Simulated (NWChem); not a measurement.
**Atomisation of propane (C$_{3}$H$_{8}$)**

```
C
H 1 1.1039
H 1 1.1039 2 105.57
C 1 1.5214 2 109.41 3 -117.65
H 4 1.1009 1 111.76 2 57.61
H 4 1.1023 5 107.52 1 -122.40
H 4 1.1023 5 107.52 6 -115.19
C 1 1.5214 2 109.41 3 117.65
H 8 1.1009 1 111.76 2 -57.61
H 8 1.1023 9 107.52 1 -122.40
H 8 1.1023 9 107.52 10 -115.19
```
Charge 0, spin multiplicity 1.

All runs are NWChem calculations. All single points use one geometry, from PBE0/def2-SVP, a minimum by its harmonic frequencies.

Basis set: def2-TZVP. The atomisation energy is electronic alone: no zero-point, thermal, spin-orbit or counterpoise terms. No value is extrapolated to the basis-set limit. Free atoms are single determinants with multiplicities C 3, H 2. Correlated methods freeze the same cores in atoms and molecule, 3 orbitals in all.

No SCF solution was tested for a lower state. Open-shell Hartree-Fock references start from PBE0 orbitals.

Task: Order these methods by the atomisation energy they give, lowest first: LDA (SVWN5), MP2, PBE0, CAM-B3LYP, BP86, r2SCAN.

Result: MP2 (975.3 kcal/mol), r2SCAN (1004.8 kcal/mol), PBE0 (1006.4 kcal/mol), CAM-B3LYP (1007.5 kcal/mol), BP86 (1028.4 kcal/mol), LDA (SVWN5) (1126.9 kcal/mol)
